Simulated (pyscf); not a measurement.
## Addition across a multiple bond or ene-type step: silicon monoxide (O=Si:) [singlet] + hydrogen chloride (HCl) → HO–Si:–Cl [singlet]

Gas phase, singlet surface, charge 0. Bonds broken: Cl3–H4. Bonds formed: Si1–Cl3, O2–H4. PySCF, gas phase, ωB97X-D3(BJ)/def2-SVP geometries. Correlated levels are frozen-core, on RHF or UHF. ΔMP2 is the change of the MP2 total energy from the triple- to the quadruple-zeta basis.

Transition state (Å):

```xyz
4

Si    -0.1397    -0.0386     0.7802
O     -1.5791     0.5618     0.7255
Cl    -1.4176    -1.4140    -1.1319
H     -1.9085    -0.3382    -0.2998
```

One imaginary mode, 875i cm⁻¹; descent along it reached the two sides named, in the forms told below.

```csv
bond,change,reactant side (Å),saddle,product side
Cl3–H4,breaks,1.302,1.446,2.8
Si1–Cl3,forms,4.6,2.7,2.116
O2–H4,forms,1.826,1.403,0.967
```

Electronic energies relative to the separated reactants (eV):

```
level                             barrier  reaction energy  reverse barrier
--------------------------------  -------  ---------------  ---------------
ωB97X-D3(BJ)/def2-TZVP              -0.03            -1.90             1.88
PBE/def2-TZVP                       -0.12            -1.69             1.57
r²SCAN/def2-TZVP                    -0.08            -1.79             1.72
B3LYP-D3(BJ)/def2-TZVP               0.00            -1.73             1.72
PBE0-D3(BJ)/def2-TZVP               -0.11            -1.90             1.79
M06-2X/def2-TZVP                    -0.01            -1.88             1.87
ωB97M-D3(BJ)/def2-TZVP               0.05            -1.73             1.78
HF/def2-TZVP                         0.48            -1.82             2.30
MP2/def2-QZVPP                       0.14            -1.58             1.72
CCSD/def2-TZVPP                      0.27            -1.64             1.91
CCSD(T)/def2-TZVPP                   0.22            -1.57             1.79
CCSD(T)/def2-TZVPP + ΔMP2(QZVPP)     0.19            -1.62             1.81
```

With CCSD(T)/def2-TZVPP + ΔMP2(QZVPP) energies and thermal terms (ideal gas, 1 atm, RRHO with modes under 100 cm⁻¹ raised to 100, one conformer, R ln 2 for chiral ones without a mode under 150 cm⁻¹), in eV:

```csv
T (K),ΔH‡,ΔG‡,ΔH,ΔG
298,0.13,0.50,-1.51,-1.14
600,0.11,0.89,-1.51,-0.77
900,0.12,1.28,-1.49,-0.41
1200,0.13,1.66,-1.47,-0.05
```

On the reactant side the descent ends in a complex, 0.32 eV under the separated species and 0.30 eV under the saddle at ωB97X-D3(BJ)/def2-TZVP. At ωB97X-D3(BJ), PBE, r²SCAN, PBE0-D3(BJ), M06-2X the saddle lies under the separated reactants, which points to a path from their complex (located at ωB97X-D3(BJ) alone). One saddle was located; it need not be the lowest between these sides. The CCSD(T) − MP2 part came from Ansatz, without density fitting, on the same reference.
